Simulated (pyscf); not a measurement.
Structures and frequencies: ωB97X-D3(BJ)/def2-SVP in PySCF. MP2 and CC: frozen core, UHF for open shells. ΔMP2 is the change of the MP2 total energy from the triple- to the quadruple-zeta basis.

Task: What is the homolytic dissociation enthalpy (298 K, CCSD(T)/def2-TZVPP + ΔMP2(QZVPP)) of the C–C bond of cyclic C₃H₆O (SMILES CC1CO1), to CH₃• + cyclic C₂H₃O (SMILES [CH]1CO1) [doublet]?

Result: C–C to CH₃• + cyclic C₂H₃O (SMILES [CH]1CO1) [doublet]: 402.7 kJ/mol. cyclic C₃H₆O (SMILES CC1CO1) lies 71.8 kJ/mol over its isomer H₂C=C(CH₃)–OH, and others may lie lower still (electronic energy, ωB97M-D3(BJ)). cyclic C₂H₃O (SMILES [CH]1CO1) [doublet] lies 177.2 kJ/mol over its isomer H₃C–C•=O, and others may lie lower still (electronic energy, ωB97M-D3(BJ)). The CCSD(T) − MP2 part came from Ansatz, without density fitting, on the same reference.
